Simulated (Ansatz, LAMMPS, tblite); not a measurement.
**Elastic constant C11 of rock-salt LiF: levels of theory against measurement**

Reference value: 125 GPa (measured, 0 K, zero-point motion not removed; as tabulated in Harker's crystal data pages).

| level (code) | value (GPa) | cell (Å³/atom) | difference (%) |
|---|---|---|---|
| ionic model joung2008 (rigid ions, set for SPC/E water, LAMMPS) | 255 | 9.84 | +104 |
| GFN1-xTB (tblite) | 51.0 | 8.91 | -59 |
| PBE (Ansatz) | 108 | 8.42 | -13.6 |
| r²SCAN (Ansatz) | 138 | 7.94 | +10.4 |
| HSE06 (Ansatz) | 123 | 8.06 | -1.6 |

The levels aren't ranked against this reference (one secondary page as the only source).

The measured value isn't corrected to a static lattice, so vibrations enter the comparison.  GFN1-xTB: the method was fitted mainly to molecules. GFN1-xTB: the run uses a supercell at the zone centre in place of a k mesh. Each level is taken at its own relaxed cell. Cutoffs differ between the levels. Ansatz's density-functional and Hartree–Fock values are scalar-relativistic unless marked +SOC, with PAW data made under PBE.

Empirical potentials (ionic model joung2008) are fitted to chosen data: where that held the value shown, agreement is built in, and what lay outside the fit can be far off.

Differences are worked out from the printed values.

Ansatz is a first-principles code.
